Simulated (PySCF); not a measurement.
# Core-level binding energies of H2S3

Species: H2S3.
Bonds: S1–S2, S2–S3. Hydrogens: H4 on S1; H5 on S3.

Computed with delta-SCF UKS SCAN, pcX-2 on the ionised atom, pcseg-1 elsewhere, spin-free X2C in PySCF 2.14.0. Each binding energy is the total energy of the core-ionised species, with the hole localised on one atom, minus that of the ground state; both are solved self-consistently, so orbital relaxation is included.

**Question.** Give the core binding energies atom by atom.

**Answer.** 
```json
{"atom(s)": "S2", "bonded to": "2 S", "level": "S 1s", "binding energy (eV)": "2478.42", "above the level's lowest (eV)": "+0.54", "count": "1"}
{"atom(s)": "S1/S3", "bonded to": "S and H", "level": "S 1s", "binding energy (eV)": "2477.88", "above the level's lowest (eV)": "0.00", "count": "2"}
```

Lowest listed S 1s: S1/S3, bonded to S and H. Highest, 0.54 eV above it: S2, bonded to 2 S.

**Question.** Which photon energy gives electrons from S 1s of S2 a kinetic energy of 20 eV, and what is their de Broglie wavelength?

**Answer.** hν = 2478.42 + 20 = 2498.42 eV, recoil neglected; λ = 12.264 Å/√(E/eV) = 2.74 Å.

**Question.** Which photon wavelength matches the S 1s of S2 threshold?

**Answer.** λ = hc/E = 12398.42 eV Å / 2478.42 eV = 5.003 Å.

Atoms equivalent by their bonding share one computed value, that of the first of them. Not every level is listed. Geometry: PBE0-D3(BJ)/def2-SVP, one conformer, isolated molecule.

Time: 5.8 s wall. Hardware: one thread of an x86-64 server, shared host.
